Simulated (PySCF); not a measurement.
These are PySCF with PBE-D3(BJ)/def2-TZVP // B3LYP-D3(BJ)/def2-SVP values and carry that method's errors. Isolated molecules, 0 K electronic values unless said otherwise. 

Reference species (SMILES): `CC[Si](Cl)(Cl)Cl` (neutral, multiplicity 1).

```yaml
LUMO: -1.06 eV
HOMO–LUMO gap: 6.60 eV
HOMO: -7.66 eV
```

Changed species: `Cl[Si](Cl)(Cl)Cl` (0 of 4 Cl replaced by C2H5; the reference has 1 of 4 Cl replaced by C2H5).

**Question.** Predict the effect on the LUMO, HOMO–LUMO gap and HOMO.

**Answer.** the LUMO falls by 0.89 eV, to -1.95 eV; the HOMO–LUMO gap decreases by 0.43 eV, to 6.17 eV; the HOMO decreases by 0.46 eV, to -8.12 eV.
